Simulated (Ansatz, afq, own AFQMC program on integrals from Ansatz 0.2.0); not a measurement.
# Where AFQMC and coupled cluster stand for NH3, triplet

```tsv
atom	x (Å)	y (Å)	z (Å)
N	0.0020	0.0026	-0.0714
H	0.9311	-0.0026	0.3573
H	-0.4883	0.7975	0.3467
H	-0.4704	-0.8308	0.2884
```

Basis aug-cc-pVDZ. Only valence electrons are correlated. Integrals, coupled cluster, full CI and functionals: Ansatz 0.2.0; the random walks run on the same integrals in our own AFQMC program. ph-AFQMC/CISD is guided by a CISD state made of CCSD amplitudes; releasing the constraint for a short imaginary time cuts its bias at the price of noise, slowly where states lie close. Error bars are statistical, one sigma.

Determinant: UHF, the one that the program's search chose, which needn't be the lowest solution. The geometry is a PBE0/def2-TZVPD stationary point of this or a neighbouring charge and spin state.

No full CI on the walks' own integrals is used here; CCSDT(Q) serves as the reference and is uncertain by about the last step of the cluster series.

Cautions: lower spins were not checked; the ph-AFQMC/CISD walk drifts between its halves (2.5 errors).

- T1 diagnostic: 0.0191
- weight of the determinant in the CISD state: 0.932
- ⟨S²⟩ of the determinant: 2.007
- size of the correlated space: 8 electrons in 49 orbitals

Reference: CCSDT(Q), correlation energy -5.088 eV. The released energy is read at 2.40 1/Eh (meV from the phaseless value at times in 1/Eh: -1.9 ± 1.6 at 0.24, -3.7 ± 0.9 at 0.51, -6.1 ± 1.1 at 0.99, -4.5 ± 1.4 at 1.62, -5.2 ± 2.0 at 2.40).

```json
{"level": "HF", "E − E(reference) (kJ/mol)": "490.9", "share of correlation (%)": "0.00"}
{"level": "MP2", "E − E(reference) (kJ/mol)": "69.0", "share of correlation (%)": "85.94"}
{"level": "CCSD", "E − E(reference) (kJ/mol)": "13.4", "share of correlation (%)": "97.27"}
{"level": "CCSD(T)", "E − E(reference) (kJ/mol)": "2.0", "share of correlation (%)": "99.58"}
{"level": "CCSDT", "E − E(reference) (kJ/mol)": "0.6", "share of correlation (%)": "99.87"}
{"level": "ph-AFQMC/HF", "E − E(reference) (kJ/mol)": "-1.6 ± 2.1", "share of correlation (%)": "100.32"}
{"level": "ph-AFQMC/CISD", "E − E(reference) (kJ/mol)": "0.4 ± 0.1", "share of correlation (%)": "99.91"}
{"level": "released AFQMC", "E − E(reference) (kJ/mol)": "-0.1 ± 0.2", "share of correlation (%)": "100.01"}
```

A walk keeps the symmetry of its determinant, which the program's search chose and which needn't be the lowest solution, so a lower state of the same spin and another symmetry isn't excluded. Released energies are given only where the last usable release times agree within the noise; a slower fall can still hide under it.
